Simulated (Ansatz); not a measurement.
hydrogen sulfide (SMILES S) moved off its minimum; all values from Ansatz (a quantum-chemistry and plane-wave program), cores frozen in correlated methods.
(charge 0, multiplicity 1)
```xyz
3

S      0.06841     0.02296     0.03155
H     -0.94175    -0.83642    -0.08548
H      0.99869    -0.62225    -0.20253
```

```
level                    largest force (eV/Å)  on atom  rms difference from CCSD(T)/aug-cc-pV(T+d)Z (eV/Å)  dipole (D)
-----------------------  --------------------  -------  --------------------------------------------------  ----------
HF/def2-TZVPP                            8.54       S1                                               0.151        1.19
PBE/def2-TZVPP                           8.88       S1                                               0.189        1.12
r2SCAN/def2-TZVPP                        8.69       S1                                               0.043        1.16
B3LYP/def2-TZVPP                         8.60       S1                                               0.037        1.11
wB97M-V/def2-TZVPP                       8.56       S1                                               0.035        1.10
MP2/aug-cc-pV(T+d)Z                      8.59       S1                                               0.074        1.03
CCSD(T)/aug-cc-pV(T+d)Z                  8.63       S1                                               0.000        1.01
```

The differences count from one level among others, with limits of its own. Forces at CCSD(T)/aug-cc-pV(T+d)Z (eV/Å):

```json
[
 {"atom": "S1", "Fx": "-6.326", "Fy": "5.569", "Fz": "1.873"},
 {"atom": "H2", "Fx": "0.346", "Fy": "-0.528", "Fz": "-0.156"},
 {"atom": "H3", "Fx": "5.981", "Fy": "-5.041", "Fz": "-1.717"}
]
```
